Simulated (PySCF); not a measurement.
A geometry optimisation on propynal, `C#CC=O`.

Computed with CAM-B3LYP/6-31+G* geometry optimisation, gas phase (PySCF 2.14.0). Start geometry: GFN2-xTB. A driver script takes a list of jobs; this job's settings line and coordinates (Å) are shown.

Input:
```
{"job": {"xc": "CAM-B3LYP", "basis": "6-31+G*", "grid": 1, "kind": "geom"}, "charge": 0, "multiplicity": 1}
C      1.448436    -0.097381     0.473883
C      0.308594    -0.027579     0.099541
C     -1.048884     0.054215    -0.344615
O     -1.850299    -0.838863    -0.309865
H      2.446659    -0.148110     0.799085
H     -1.301383     1.059709    -0.739602
```

Output:
```
step   0  E = -190.55786808  max force = 0.022865
step   1  E = -190.55888002  max force = 0.005980
step   2  E = -190.55876955  max force = 0.004402
step   3  E = -190.55890126  max force = 0.002106
step   4  E = -190.55893021  max force = 0.001550
step   5  E = -190.55893458  max force = 0.000617
step   6  E = -190.55892941  max force = 0.003696
step   7  E = -190.55894103  max force = 0.000550
step   8  E = -190.55894164  max force = 0.000172
optimisation converged
```

Energies in Eh; «max force» is the largest Cartesian gradient component in Eh/bohr.

Q: At which steps does the energy rise by more than 1e-5 Eh?

A: At step 2 (+0.11 mEh).

In short: final energy -190.55894 Eh after 8 steps; dipole 3.15 D.

Q: Give the final coordinates.

A: 0.023 Å rms from the input after alignment:
```
atom  x, y, z in Å
C1     1.4640   -0.1373    0.4908
C2     0.3218   -0.0752    0.1105
C3    -1.0434    0.0514   -0.3599
O4    -1.8502   -0.8505   -0.3325
H5     2.4743   -0.2080    0.8314
H6    -1.3127    1.0463   -0.7550
```

Time: 13 s wall; peak memory 0.37 GiB. Hardware: one thread, Arm Neoverse V1 (aarch64), shared host with 32 logical CPUs at a one-minute load of 20.
Labels such as C1 count atoms from 1, the log's own numbers from 0.
